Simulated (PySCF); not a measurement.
## TDDFT excited states: C3H4O3

C3H4O3.
InChI=1S/C3H4O3/c4-2-6-3-1-5-3/h2-3H,1H2/t3-/m0/s1

Level of theory: TDDFT PBE0/def2-SVPD, vertical, gas phase, core orbitals frozen in the response (PySCF 2.14.0, density-fitted response routines). The structure is a single PBE0-D3(BJ)/def2-SVP conformer in the gas phase; no vibrational or solvent corrections. Torsions of this conformer, `[O:1]=[CH:2][O:3][C@H:4]1[CH2:5][O:6]1`: O1–C2–O3–C4 -2°, C2–O3–C4–C5 177°.

```json
{"state": "S1", "E (eV)": "5.85", "λ (nm)": "212.0", "ν̃ (cm⁻¹)": "47180", "f": "0.0016", "main configurations (H = HOMO, L = LUMO)": "H-1→L (51%), H→L (41%)"}
{"state": "S2", "E (eV)": "7.05", "λ (nm)": "176.0", "ν̃ (cm⁻¹)": "56830", "f": "0.039", "main configurations (H = HOMO, L = LUMO)": "H→L (56%), H-1→L (38%)"}
{"state": "S3", "E (eV)": "7.72", "λ (nm)": "160.6", "ν̃ (cm⁻¹)": "62250", "f": "0.093", "main configurations (H = HOMO, L = LUMO)": "H-2→L (88%)"}
{"state": "S4", "E (eV)": "8.26", "λ (nm)": "150.2", "ν̃ (cm⁻¹)": "66590", "f": "0.017", "main configurations (H = HOMO, L = LUMO)": "H→L+1 (81%)"}
{"state": "S5", "E (eV)": "8.38", "λ (nm)": "148.0", "ν̃ (cm⁻¹)": "67580", "f": "0.0078", "main configurations (H = HOMO, L = LUMO)": "H→L+3 (66%), H-1→L+3 (10%)"}
{"state": "S6", "E (eV)": "8.41", "λ (nm)": "147.3", "ν̃ (cm⁻¹)": "67870", "f": "0.0056", "main configurations (H = HOMO, L = LUMO)": "H-1→L+1 (41%), H-3→L (32%), H→L+2 (15%)"}
{"state": "S7", "E (eV)": "8.52", "λ (nm)": "145.5", "ν̃ (cm⁻¹)": "68710", "f": "0.068", "main configurations (H = HOMO, L = LUMO)": "H-3→L (39%), H-1→L+1 (24%), H-4→L (9%)"}
{"state": "S8", "E (eV)": "8.73", "λ (nm)": "142.0", "ν̃ (cm⁻¹)": "70420", "f": "0.012", "main configurations (H = HOMO, L = LUMO)": "H→L+2 (55%), H-1→L+1 (21%), H-2→L+1 (12%)"}
{"state": "S9", "E (eV)": "8.86", "λ (nm)": "139.9", "ν̃ (cm⁻¹)": "71470", "f": "0.0052", "main configurations (H = HOMO, L = LUMO)": "H→L+4 (54%), H-1→L+2 (20%), H-2→L+1 (11%)"}
{"state": "S10", "E (eV)": "8.90", "λ (nm)": "139.4", "ν̃ (cm⁻¹)": "71750", "f": "0.066", "main configurations (H = HOMO, L = LUMO)": "H-1→L+2 (57%), H→L+4 (30%)"}
```

Triplets (Tamm–Dancoff): T1 5.25 eV, H-1→L (53%), H→L (38%); T2 5.94 eV, H-1→L (26%), H-2→L (24%), H-3→L (23%); T3 7.06 eV, H→L (40%), H-2→L (22%), H-3→L (17%); T4 7.69 eV, H-2→L (43%), H-3→L (36%).

The lowest singlet comes at 212 nm (564 kJ/mol) in the ultraviolet; it is very weak; its leading configuration is HOMO-1→LUMO (51%). The most intense listed level is S3 at 7.72 eV (161 nm, f = 0.093), 1.87 eV above S1. Löwdin shares by element: HOMO oxygen 75%, carbon 6% or more (atoms not listed hold the other 19%); LUMO oxygen 45% or more, carbon 42% or more, hydrogen 8% or more. The listed states span 3.05 eV, and the widest gap between neighbours is 1.20 eV (S1 to S2). The oscillator strengths of these states sum to 0.316; summed over the whole spectrum of an exact calculation they would give the number of electrons, 46 (Thomas–Reiche–Kuhn). Of the 10 states listed, 6 reach f = 0.01 and none stays under 0.0005. The vertical ionisation energy (ΔSCF) is 10.73 eV, 1.83 eV above S10. Only the lowest 10 singlets were computed, as vertical energies without vibronic structure.
